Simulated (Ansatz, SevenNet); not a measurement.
Voigt–Reuss–Hill shear modulus (GPa) of 20 transition metals, computed with the machine-learned potential SevenNet-l3i5 (trained on PBE and PBE+U data) and with PBE (PAW; Ansatz, a first-principles code). The set holds measured phases with no doubt noted on the run or the magnetic state but for the caveats below. 5 more of the class have both values but aren't in it, for one of these reasons: built or high-temperature cells, doubts on the run or the magnetic state, unlike cells, values of zero, layered or molecular crystals. Solids without a value at one level (not run, failed, or a magnetic order lost), or held back for tests, aren't counted.

All rows, in order of the shift (worked out from unrounded values):

| solid | SevenNet-l3i5 | PBE | shift (%) |
|---|---|---|---|
| fcc Pd | 53.3 | 41.6 | -22 |
| fcc Pt | 56.9 | 53.6 | -5.8 |
| hcp Sc | 33.0 | 32.1 | -2.8 |
| fcc Ni | 85.8 | 98.6 | +14.9 |
| fcc Ag | 21.6 | 27.9 | +29 |
| fcc Cu | 40.2 | 52.4 | +30 |
| fcc Rh | 102 | 154 | +50 |
| bcc Fe | 55.2 | 86.9 | +57 |
| hcp Zr | 21.7 | 34.4 | +58 |
| fcc Ir | 123 | 221 | +80 |
| hcp Co | 56.9 | 104 | +82 |
| hcp Y | 14.2 | 26.5 | +87 |
| hcp Hf | 25.5 | 56.2 | +120 |
| fcc Au | 9.66 | 21.5 | +123 |
| hcp Os | 114 | 263 | +131 |
| hcp Ru | 84.8 | 197 | +132 |
| hcp Re | 73.6 | 176 | +139 |
| hcp Tc | 53.7 | 143 | +166 |
| double-hcp La | 6.25 | 17.0 | +172 |
| hcp Ti | 17.1 | 47.4 | +177 |

The shift from SevenNet-l3i5 to PBE has a median of +81 %, and eight in ten lie between -3.1 % and +166 %; PBE is the larger in 17 of 20. Each level is at its own cell, so the shift holds the change of volume too.

Ansatz's runs of these crystals have no spin polarisation, but for bcc Fe, hcp Co, fcc Ni.

Density-functional runs with spin start from parallel moments for bcc Fe, parallel moments for hcp Co, parallel moments for fcc Ni.

Spin–orbit coupling is left out, also for the solids with elements from indium on (fcc Pt, hcp Os, double-hcp La, fcc Ir, hcp Re, hcp Hf, fcc Au); its size isn't shown.

Each level is taken at its own relaxed cell. Ansatz's density-functional and Hartree–Fock values are scalar-relativistic unless marked +SOC, with PAW data made under PBE.
